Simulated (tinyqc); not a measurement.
Worked calculation: RHF in the sto-3g basis, for H2O, spin multiplicity 1. One step of it, computed by the program tinyqc.

Problem. Orthogonalisation. S = U s U^T; canonical form X = U s^(-1/2), so that X^T S X = 1. Each column of U has its largest component positive (the first on a tie).

overlap S:
```
           1O 1s     1O 2s    1O 2px     1O 2py    1O 2pz     2H 1s      3H 1s
1O 1s   1.000000  0.236704  0.000000   0.000000  0.000000  0.056398   0.056398
1O 2s   0.236704  1.000000  0.000000   0.000000  0.000000  0.487030   0.487030
1O 2px  0.000000  0.000000  1.000000   0.000000  0.000000  0.000000   0.000000
1O 2py  0.000000  0.000000  0.000000   1.000000  0.000000  0.328811  -0.328811
1O 2pz  0.000000  0.000000  0.000000   0.000000  1.000000  0.227442   0.227442
2H 1s   0.056398  0.487030  0.000000   0.328811  0.227442  1.000000   0.241015
3H 1s   0.056398  0.487030  0.000000  -0.328811  0.227442  0.241015   1.000000
```

Give: eigenvalues of S; X.

Solution.

eigenvalues of S: 0.3311  0.3991  0.8909  1.0000  1.0851  1.3599  1.9338

X:
```
              1        2        3       4        5        6       7
1O 1s   -0.3030   0.0000   0.7634  0.0000  -0.6108   0.0000  0.1534
1O 2s    1.2204   0.0000  -0.2781  0.0000  -0.2787   0.0000  0.4276
1O 2px   0.0000   0.0000   0.0000  1.0000   0.0000   0.0000  0.0000
1O 2py   0.0000   0.9688   0.0000  0.0000   0.0000   0.6782  0.0000
1O 2pz   0.5198   0.0000   0.6439  0.0000   0.6633   0.0000  0.1815
2H 1s   -0.7644  -0.8852  -0.1544  0.0000   0.1241   0.3711  0.3727
3H 1s   -0.7644   0.8852  -0.1544  0.0000   0.1241  -0.3711  0.3727
```
